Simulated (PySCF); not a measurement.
## One molecule, a ladder of functionals, a line

Molecule: `InChI=1S/C3H6F2/c1-3(2,4)5/h1-2H3`.

Atoms are numbered as in `[CH3:1][C:2]([CH3:3])([F:4])[F:5]`. Each H is labelled by its parent atom.

GIAO shieldings (ppm, equivalent atoms averaged) in PySCF on the PBE0-D3(BJ)/def2-SVP geometry, basis pcSseg-2, gas phase, non-relativistic:

| functional | exact exchange (%) | σ(C2) | σ(F4/F5) |
| --- | --- | --- | --- |
| BLYP | 0 | 40.4 | 261.6 |
| BP86 | 0 | 45.7 | 262.8 |
| PBE | 0 | 45.8 | 261.2 |
| B3LYP | 20 | 48.7 | 275.9 |
| PBE0 | 25 | 55.7 | 279.3 |
| BHandHLYP | 50 | 60.2 | 294.6 |
| HF | 100 | 78.7 | 323.1 |

(1) Fit each shielding as a line in the percentage of exact exchange.

(2) What does the line predict for mPW1PW91 (25 %), and what does the run give?

Results:

(1) σ(C2) = 44.0 + 0.35 x (rms 2.2 ppm); σ(F4/F5) = 262.6 + 0.62 x (rms 1.1 ppm). The functionals also differ in their semilocal parts, which the line can't hold; Hartree–Fock has no correlation at all.

(2) σ(C2): 52.8 predicted, 54.9 computed; σ(F4/F5): 278.1 predicted, 280.7 computed ppm.
